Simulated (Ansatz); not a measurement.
# B₄C (R-3m, No. 166; cell taken from a computed entry)

These are PBEsol (plane waves, PAW; Ansatz, a program for electronic structure) values and carry that method's errors.

Run with plane-wave cutoff 520 eV, 8×8×8 k mesh, perturbation theory, scalar-relativistic PAW data made under PBE.

Cell (relaxed at this level):

```yaml
crystal:
  lattice:
    - [2.80836, 1.62141, 4.01988]
    - [-2.80836, 1.62141, 4.01988]
    - [0.00000, -3.24281, 4.01988]
  atoms:
    - { symbol: B, position: [0.30923, 0.80616, 0.80616] }
    - { symbol: B, position: [0.69077, 0.19384, 0.19384] }
    - { symbol: B, position: [0.80616, 0.30923, 0.80616] }
    - { symbol: B, position: [0.19384, 0.69077, 0.19384] }
    - { symbol: B, position: [0.80616, 0.80616, 0.30923] }
    - { symbol: B, position: [0.19384, 0.19384, 0.69077] }
    - { symbol: B, position: [0.67035, 0.99407, 0.99407] }
    - { symbol: B, position: [0.32965, 0.00593, 0.00593] }
    - { symbol: B, position: [0.99407, 0.67035, 0.99407] }
    - { symbol: B, position: [0.00593, 0.32965, 0.00593] }
    - { symbol: B, position: [0.99407, 0.99407, 0.67035] }
    - { symbol: B, position: [0.00593, 0.00593, 0.32965] }
    - { symbol: C, position: [0.61037, 0.61037, 0.61037] }
    - { symbol: C, position: [0.38963, 0.38963, 0.38963] }
    - { symbol: C, position: [0.50000, 0.50000, 0.50000] }
```

```json
{
  "high-frequency dielectric constant (mean over three axes)": "8.38",
  "dielectric constant ε0 (ions relaxed) (mean over three axes)": "9.31"
}
```

Note: the relaxation could not lower the start's symmetry, so the cell can be a saddle point above a distorted one.
